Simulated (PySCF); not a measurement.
A PySCF script (with the pyscf-properties extension) for the NMR shieldings of Pyridazine (SMILES c1ccnnc1), on a PBE0-D3(BJ)/def2-TZVP geometry:

```python
import basis_set_exchange as bse
import numpy as np
from pyscf import gto, dft
from pyscf.prop import nmr

atoms = """
C     0.776841    0.857199   -0.256290
C    -0.583609    0.818861   -0.060782
C    -1.175880   -0.437403   -0.025652
N    -0.503523   -1.570857   -0.169442
N     0.800756   -1.534050   -0.356881
C     1.422937   -0.364176   -0.400518
H     1.329584    1.788030   -0.297931
H    -1.176349    1.717342    0.061852
H    -2.244017   -0.552938    0.125434
H     2.494874   -0.419543   -0.559489
"""
names = dict.fromkeys(["C", "N", "H"], "pcSseg-2")
basis = {el: gto.basis.parse(bse.get_basis(n, elements=[el], fmt="nwchem")) for el, n in names.items()}
mol = gto.M(atom=atoms, basis=basis, charge=0, verbose=0)
mf = dft.RKS(mol, xc="GGA_XC_KT3")
mf.grids.level = 2
mf.grids.alignment = dft.numint.BLKSIZE   # the property module wants whole blocks of grid points
mf.conv_tol = 1e-9
mf.kernel()

calc = nmr.RKS(mf)   # GIAO
sigma = calc.kernel()   # uncoupled for a functional without exact exchange
for i, s in enumerate(sigma):   # ppm
    print("%2d %-2s %9.2f" % (i, mol.atom_pure_symbol(i), np.trace(s) / 3))
```

Question: Give the expected output.

Answer: 
```
 0 C      62.25
 1 C      62.25
 2 C      34.82
 3 N    -174.63
 4 N    -174.70
 5 C      34.82
 6 H      24.56
 7 H      24.56
 8 H      22.46
 9 H      22.45
```

These numbers come from an equivalent density-fitted implementation of the same equations, which agrees with the script to about 0.01 ppm for H and up to a few tenths of a ppm for heavy atoms, so last digits may differ.

Question: Turn these shieldings into chemical shifts. Scale: 13C (σref 183.24) and 1H (σref 31.63) against TMS; 15N (σref 261.05) against NH3 (reference shieldings calculated alike).

Answer: Averaging equivalent atoms: C 2/5: 148.4; C 0/1: 121.0; N 3/4: 435.7; H 8/9: 9.17; H 6/7: 7.07 ppm. Experimental scales use liquid or dissolved standards, which lie at an offset from isolated NH3 (liquid NH3: subtract about 20 ppm). Unscaled 15N shifts of sp2 nitrogen come out 20 to 40 ppm too high even then.

Size and cost of the density-fitted run: 272 basis functions, 110 s wall time (2.4 min CPU) on 2 threads of an Intel Xeon, shared host; peak memory 1.6 GiB.
